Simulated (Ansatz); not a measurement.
# H6NSSi: the cost of one run

Program: Ansatz 0.2.0. Level of theory: UKS PBE/6-31G*. These are calculated values, not measurements.

### Step 1. Starting point

Bond lengths: Si2–N3 1.711 Å, Si2–H5 1.453 Å, Si2–H6 1.453 Å, N3–H7 1.007 Å, N3–H8 1.007 Å, S4–H9 1.326 Å. Angles: Si2–N3–H7 119.6°, Si2–N3–H8 119.7°, H7–N3–H8 110.3°, N3–Si2–H5 107.6°, N3–Si2–H6 107.8°, H5–Si2–H6 118.6°.

As a file:

```xyz
9

H     0.2249   -1.1732   -0.0872
Si   -0.7030    0.4415   -0.2351
N     0.3037    1.7824    0.1079
S     1.2326   -2.6440    0.1190
H    -1.7333    0.3919    0.7884
H    -1.1101    0.5355   -1.6267
H     1.0036    2.0623   -0.5601
H     0.6392    1.9265    1.0462
H     0.1425   -3.3228    0.4476
```

### Step 2. Run 1

150 steps of 0.5 fs at constant energy, with velocities drawn for 100 K.

input.yaml reads:

```yaml
crystal:
  periodic: [false, false, false]
  atoms:
    - { symbol: H, position_ang: [0.2249, -1.1732, -0.0872] }
    - { symbol: Si, position_ang: [-0.703, 0.4415, -0.2351] }
    - { symbol: "N", position_ang: [0.3037, 1.7824, 0.1079] }
    - { symbol: S, position_ang: [1.2326, -2.644, 0.119] }
    - { symbol: H, position_ang: [-1.7333, 0.3919, 0.7884] }
    - { symbol: H, position_ang: [-1.1101, 0.5355, -1.6267] }
    - { symbol: H, position_ang: [1.0036, 2.0623, -0.5601] }
    - { symbol: H, position_ang: [0.6392, 1.9265, 1.0462] }
    - { symbol: H, position_ang: [0.1425, -3.3228, 0.4476] }
magnetization:
  spin_polarized: true
  initial_magnetization: 1
basis:
  gaussian: { orbitals: "6-31G*" }
hamiltonian:
  xc: pbe
md:
  timestep: 0.5
  n_steps: 150
  ensemble: nve
  temperature: 100.0
  initial_velocities: maxwell_boltzmann
  seed: 798942
```

Started as:

```console
$ ansatz run input.yaml --threads 1 --pin off --max-ram 2048MiB --backend cpu --events-out ev --progress --plain --runs-dir out
```

What time and memory should one allow on 1 thread of Arm Neoverse V2, shared host?

About 7.9 min, with a peak of 0.14 GiB.
